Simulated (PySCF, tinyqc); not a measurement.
The basis set: RHF and MP2 along a ladder of basis sets, for CH2, spin multiplicity 1. Computed by the program tinyqc with PySCF. Command: `OMP_NUM_THREADS=1 python tinyqc.py 110149 110150 out.jsonl`; one thread of a shared host (Intel(R) Xeon(R) Processor @ 2.60GHz), about 2 s.

Geometry (angstrom):
```
atom       x        y       z
C     0.0000   0.0000  0.0000
H     0.0000   0.9610  0.4650
H     0.0000  -0.9610  0.4650
```

Same geometry throughout; the dipole is taken about the origin.

RHF and frozen-core MP2 in a ladder of bases:
```
basis        functions  E(RHF) (hartree)  E(MP2 corr) (hartree)  HOMO (eV)  LUMO (eV)  dipole (debye)
sto-3g               7        -38.346077              -0.031448    -7.3296     6.5167          1.6208
3-21g               13        -38.638756              -0.063502    -9.2551     2.2602          2.1285
6-31g               13        -38.841864              -0.063186    -9.2714     2.0807          2.1498
6-31g**             24        -38.861334              -0.107943    -9.4061     2.1409          1.8557
cc-pvdz             24        -38.866035              -0.108038    -9.5491     1.8382          1.7887
aug-cc-pvdz         41        -38.870473              -0.113661    -9.7557     0.7412          1.7364
cc-pvtz             58        -38.879246              -0.137319    -9.7158     1.4244          1.7584
```

From cc-pVDZ to cc-pVTZ the RHF energy falls by 13.2 mhartree and the correlation energy by 29.3. If valence correlation converges as X^-3, (27 E(T) - 8 E(D))/19 gives -0.1496 hartree, a rough estimate from such small X that usually falls short; STO-3G holds about 21 % of it. Beyond STO-3G the LUMO moves by 1.5 eV and the HOMO by 0.5 eV. The restricted reference is unstable here: a spin-polarised solution lies 0.0342 hartree lower (PySCF, cc-pVDZ), so results built on it describe a poor reference.
